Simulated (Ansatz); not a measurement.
Input file:

```yaml
crystal:
  periodic: [false, false, false]
  atoms:
    - {symbol: Ga, position_ang: [0.000000, 0.000000, 1.910900]}
    - {symbol: N, position_ang: [0.000000, 0.000000, -0.007700]}
    - {symbol: Ga, position_ang: [0.000000, 0.000000, -1.903200]}
basis:
  gaussian: {orbitals: cc-pVDZ}
magnetization: {spin_polarized: false, initial_magnetization: 3}
correlation: {method: fic_mrcisd_q, electrons: outside_noble_gas}
```

```sh
$ ansatz run in.yaml --threads 1 --pin off --events-out ev --progress --plain --max-ram 2393MiB
```

Task: One thing in this input was set wrong on purpose, beside settings that are merely unusual. What is the gravest fault, and what does the program do?

Result: Method needs an active space. How the run ends: refused.
```
Error: this correlation method needs an active space: name one as the reference
```
